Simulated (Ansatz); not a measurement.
# SiNH3: small, medium and large basis sets

An exercise on one series of results from a longer session: the logs are not shown, and one member is left open.

Method: one geometry, several basis sets; program: Ansatz 0.2.0, Gaussian basis.

Levels to be run: PBE0-D4/def2-SVP; ωB97M-V/def2-SVP; PBE0-D4/def2-QZVPP; ωB97M-V/def2-QZVPP; CCSD(T)/cc-pV(D+d)Z; CCSD(T)/cc-pV(T+d)Z; CCSD(T)/cc-pV(Q+d)Z; the functionals' def2-TZVPP values are taken from earlier runs.

## The geometry

All runs share one geometry, relaxed beforehand with PBE0-D4 in a triple-zeta def2 set.

SMILES `N[SiH]`, 5 atoms, charge 0, spin multiplicity 1.

Atoms are counted from 1 here; the program's logs count them from 0.

Bond lengths: N1–Si2 1.707 Å, N1–H3 1.008 Å, N1–H4 1.008 Å, Si2–H5 1.532 Å. Angles: Si2–N1–H3 126.3°, Si2–N1–H4 121.7°, H3–N1–H4 112.1°, N1–Si2–H5 94.1°.

The first run:

The input, in.yaml:

```yaml
crystal:
  periodic: [false, false, false]
  atoms:
    - {symbol: N, position_ang: [-0.307646, -0.467463, 0.101425]}
    - {symbol: Si, position_ang: [0.074409, 1.158190, 0.455136]}
    - {symbol: H, position_ang: [0.135157, -1.046100, -0.595106]}
    - {symbol: H, position_ang: [-1.034760, -0.960114, 0.596575]}
    - {symbol: H, position_ang: [1.182739, 1.241786, -0.599431]}
basis:
  gaussian: {orbitals: def2-SVP}
hamiltonian: {xc: pbe0, dispersion: d4}
output: {orbitals: {seedname: orbitals}}
```

On the command line:

```
$ ansatz run in.yaml --threads 2 --pin off --events-out ev --progress --plain --max-ram 32768MiB --backend cpu
```

Steps of the session up to this table: PBE0-D4 in def2-SVP; ωB97M-V in def2-SVP; PBE0-D4 in def2-QZVPP; ωB97M-V in def2-QZVPP.

One table of the session follows, with a row left open; its other results are not shown here.

It belongs to the step «Functionals by basis». 

```
functional       basis  HOMO (eV)
   PBE0-D4    def2-SVP      -6.23
   PBE0-D4  def2-TZVPP      -6.34
   PBE0-D4  def2-QZVPP      -6.38
   ωB97M-V    def2-SVP          ?
   ωB97M-V  def2-TZVPP      -8.45
   ωB97M-V  def2-QZVPP      -8.49
```

Estimate the missing values for ωB97M-V, def2-SVP.

As computed: HOMO (eV): -8.29. In the column «HOMO (eV)» it lies between ωB97M-V, def2-TZVPP (-8.45) and PBE0-D4, def2-QZVPP (-6.38).
